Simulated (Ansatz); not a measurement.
Results of RPBE (Ansatz, a first-principles code, plane waves, PAW) for bcc Ta.

Run with plane-wave cutoff 520 eV, 24×24×24 k mesh, Fermi–Dirac smearing 0.05 eV, scalar-relativistic PAW data made under PBE.

Energies at three volumes about the minimum:

```
V (Å³/atom)  E − E_lowest (meV/atom)
-----------  -----------------------
18.237                          4.49
18.610                          0.00
18.982                          4.17
```

Question: Fit a parabola by hand: where is the minimum, what lattice constant follows, and what is the bulk modulus?

Answer: Slopes: (0.00 − 4.49)/(18.610 − 18.237) = -12.038 and (4.17 − 0.00)/(18.982 − 18.610) = 11.210 meV/Å³. Curvature E″ = 2 × (11.210 − (-12.038))/(18.982 − 18.237) = 62.411 meV/Å⁶. From the middle of the first interval, the slope vanishes at V0 = 18.4235 − (-12.038)/62.411 = 18.616 Å³/atom. B = V0 E″ = 18.616 × 62.411 meV/Å³ × 0.1602 GPa per meV/Å³ = 186 GPa. With 2 atoms in the cube, a = (2 × 18.616)^(1/3) = 3.339 Å. The full Birch–Murnaghan fit to all volumes gives V0 = 18.611 Å³/atom and B0 = 186 GPa.

Measured, for comparison: bulk modulus 198 GPa (corrected for temperature and zero-point phonon effects, sources range from 194 to 203; as tabulated in Levämäki et al. (2014), arXiv:1402.3671); lattice constant a 3.299 Å (static lattice: zero-point anharmonic expansion removed; as tabulated in Mejia-Rodriguez and Trickey (2018), arXiv:1807.09216). Computed less measured: bulk modulus -6 % (-4.1 % to -8 % over the range).
